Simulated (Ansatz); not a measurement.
# CH3FSi (SMILES C=[SiH]F): one structure at several levels

The task here is to estimate one member of a computed series from the others.

Program: Ansatz 0.2.0, Gaussian basis. Level of theory: single points in def2-TZVPP. These are calculated values, not measurements.

Cores are frozen in the correlated methods.

## The system as given

SMILES `C=[SiH]F`, 6 atoms, charge 0, spin multiplicity 1.

Atoms are counted from 1 here; the program's logs count them from 0.

Bond lengths: C1–Si2 1.748 Å, C1–H4 1.076 Å, C1–H5 1.113 Å, Si2–F3 1.607 Å, Si2–H6 1.455 Å. Angles: Si2–C1–H4 123.4°, Si2–C1–H5 124.1°, H4–C1–H5 112.5°, C1–Si2–F3 120.6°, C1–Si2–H6 137.9°, F3–Si2–H6 101.6°.

Geometry (Å):

```xyz
6

C    -0.6823    0.3111   -0.6359
Si    0.5610   -0.1061    0.5195
F     1.0466   -1.6292    0.6827
H    -1.1797   -0.4124   -1.2573
H    -1.0512    1.3468   -0.8082
H     1.4219    0.5780    1.4718
```

Set-up of the first run:

Input file run/in.yaml:

```yaml
crystal:
  periodic: [false, false, false]
  atoms:
    - {symbol: C, position_ang: [-0.682300, 0.311100, -0.635900]}
    - {symbol: Si, position_ang: [0.561000, -0.106100, 0.519500]}
    - {symbol: F, position_ang: [1.046600, -1.629200, 0.682700]}
    - {symbol: H, position_ang: [-1.179700, -0.412400, -1.257300]}
    - {symbol: H, position_ang: [-1.051200, 1.346800, -0.808200]}
    - {symbol: H, position_ang: [1.421900, 0.578000, 1.471800]}
basis:
  gaussian: {orbitals: def2-TZVPP}
correlation: {method: ccsd_t}
output: {forces: true}
```

No record of the launch command was kept for these runs.

Among the steps run: CCSD(T)/def2-TZVPP; PBE0-D4/def2-TZVPP; wB97M-V/def2-TZVPP; r2SCAN-D4/def2-TZVPP; PBE-D4/def2-TZVPP; wB97X-V/def2-TZVPP; SPW92/def2-TZVPP.

One of the session's tables, all rows but one given; the rest of the session is left out.

| method | RMS force component (eV/Å) | angle to CCSD(T) forces (°) | dipole (D) |
| --- | --- | --- | --- |
| CCSD(T) | 0.600 | reference | 1.29 |
| PBE0-D4 | 0.718 | 10.4 | 1.33 |
| wB97M-V | 0.735 | 15.1 | 1.38 |
| r2SCAN-D4 | 0.683 | 8.9 | 1.24 |
| PBE-D4 | 0.644 | 20.9 | 1.20 |
| wB97X-V | 0.759 | 14.8 | 1.40 |
| SPW92 | ? | ? | ? |

**Question.** Estimate the row for SPW92.

As computed: RMS force component (eV/Å): 0.761; angle to CCSD(T) forces (°): 18.8; dipole (D): 1.26. In the column «RMS force component (eV/Å)» it is the highest.
